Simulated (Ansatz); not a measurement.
# CH5OSi (charge -1): rigid scan of one bond angle in Python

A script is to give a rigid scan of one bond angle; the system is CH5OSi (charge -1).

Computed with Ansatz 0.2.0, driven from Python. Level of theory: r2SCAN+D4/6-31G*.

**1. The system**

Bond lengths: C1–O2 1.419 Å, O2–Si3 1.665 Å, C1–H4 1.096 Å, C1–H5 1.096 Å, C1–H6 1.095 Å, Si3–H7 1.483 Å, Si3–H8 1.483 Å. Angles: C1–O2–Si3 118.4°, O2–C1–H4 111.3°, O2–C1–H5 111.3°, O2–C1–H6 108.1°, H4–C1–H5 110.3°, H4–C1–H6 107.9°, H5–C1–H6 107.9°, O2–Si3–H7 108.5°, O2–Si3–H8 108.5°, H7–Si3–H8 107.8°.

No structure file is read: the coordinates are typed or built in the script.

**2. Script**

Contents of ch5osi.py:

```python
"""Energy of CH5OSi(-) against one bond angle."""

import warnings

import ansatz as az
from ase import Atoms


def main() -> None:
    warnings.simplefilter("ignore", az.DeckWarning)

    atoms = Atoms(["C", "O", "Si", "H", "H", "H", "H", "H"], positions=[
        (1.0444, 0.0913, -0.1036),
        (0.0461, -0.8036, -0.5691),
        (-1.5336, -0.5274, -0.1228),
        (0.8684, 1.109, -0.4705),
        (1.1027, 0.0874, 0.9909),
        (2.0105, -0.2446, -0.4933),
        (-1.9254, 0.8249, -0.5899),
        (-1.6131, -0.537, 1.3584),
    ])

    # relax first, so that the scan starts from a minimum
    first = (
        az.Crystal.molecule_from_ase(atoms).calculation()
        .basis(gaussian="6-31G*")
        .functional("r2scan", dispersion="d4")
        .charge(-1)
        .relax(force_tolerance=0.02, max_steps=80)
    )
    atoms.positions = first.run().report["positions_ang"]

    rows = []
    for angle in [90, 100, 110, 120, 135, 150, 165, 179]:
        bent = atoms.copy()
        bent.set_angle(0, 1, 2, angle, indices=[2, 6, 7])
        base = (
            az.Crystal.molecule_from_ase(bent).calculation()
            .basis(gaussian="6-31G*")
            .functional("r2scan", dispersion="d4")
            .charge(-1)
        )
        rows.append((angle, base.run().report["free_energy_ev"]))
    floor = min(e for _, e in rows)
    for angle, e in rows:
        print(f"angle C0-O1-Si2 = {angle:3d} deg   {1000 * (e - floor):9.1f} meV")


if __name__ == "__main__":
    main()
```

**3. Launch**

Started as:

```
$ python ch5osi.py
```

The program printed:

```text
angle C0-O1-Si2 =  90 deg      1266.4 meV
angle C0-O1-Si2 = 100 deg       371.1 meV
angle C0-O1-Si2 = 110 deg        45.7 meV
angle C0-O1-Si2 = 120 deg         0.0 meV
angle C0-O1-Si2 = 135 deg       168.5 meV
angle C0-O1-Si2 = 150 deg       438.8 meV
angle C0-O1-Si2 = 165 deg       681.5 meV
angle C0-O1-Si2 = 179 deg       796.7 meV
```

Wall time 34 s (1 thread of Arm Neoverse V2, shared host); peak memory 0.21 GiB.

**4. Path of the relaxation of run 0**

The steps of the relaxation:

```
step  energy from step 1 (eV)  largest force component (eV/Å)
   1                   0.0000                          3.0419
   2                  -0.5473                          1.6135
   3                  -0.5992                          0.7301
   4                  -0.6190                          0.1291
   5                  -0.6205                          0.0946
   6                  -0.6211                          0.0060
```

Step 1 is the start.

Before: Bond lengths: C1–O2 1.419 Å, O2–Si3 1.665 Å, C1–H4 1.096 Å, C1–H5 1.096 Å, C1–H6 1.095 Å, Si3–H7 1.483 Å, Si3–H8 1.483 Å. Angles: C1–O2–Si3 118.4°, O2–C1–H4 111.3°, O2–C1–H5 111.3°, O2–C1–H6 108.1°, H4–C1–H5 110.3°, H4–C1–H6 107.9°, H5–C1–H6 107.9°, O2–Si3–H7 108.5°, O2–Si3–H8 108.5°, H7–Si3–H8 107.8°.

After: Bond lengths: C1–O2 1.388 Å, O2–Si3 1.768 Å, C1–H4 1.111 Å, C1–H5 1.111 Å, C1–H6 1.110 Å, Si3–H7 1.571 Å, Si3–H8 1.571 Å. Angles: C1–O2–Si3 117.3°, O2–C1–H4 112.6°, O2–C1–H5 112.6°, O2–C1–H6 110.1°, H4–C1–H5 106.0°, H4–C1–H6 107.6°, H5–C1–H6 107.6°, O2–Si3–H7 97.7°, O2–Si3–H8 97.7°, H7–Si3–H8 90.9°.

Run 0 is this relaxation; the runs after it count from 1.

**5. The engine's runs**

One row for each of the 8 runs:

| run | energy from run 4 (eV) | SCF cycles | CPU time (s) |
| --- | --- | --- | --- |
| 1 | 1.2664 | 14 | 2 |
| 2 | 0.3711 | 15 | 2.1 |
| 3 | 0.0457 | 15 | 2.1 |
| 4 | 0.0000 | 15 | 2.1 |
| 5 | 0.1685 | 15 | 2.1 |
| 6 | 0.4388 | 15 | 2 |
| 7 | 0.6815 | 15 | 2 |
| 8 | 0.7967 | 15 | 2 |

**6. What came out**

```
                    quantity                    value
               runs compared                        8
angle C0-O1-Si2 (as printed)  179 deg       796.7 meV
```

In words: All 8 runs converged, in 14 to 15 cycles. Run 0: The relaxation took 5 moves; the largest shift is 0.228 Å. The scan is rigid, and the energies are electronic, in a modest basis. The zero is the lowest point of the grid, which needn't be the minimum. Anions want diffuse functions, which this basis lacks.
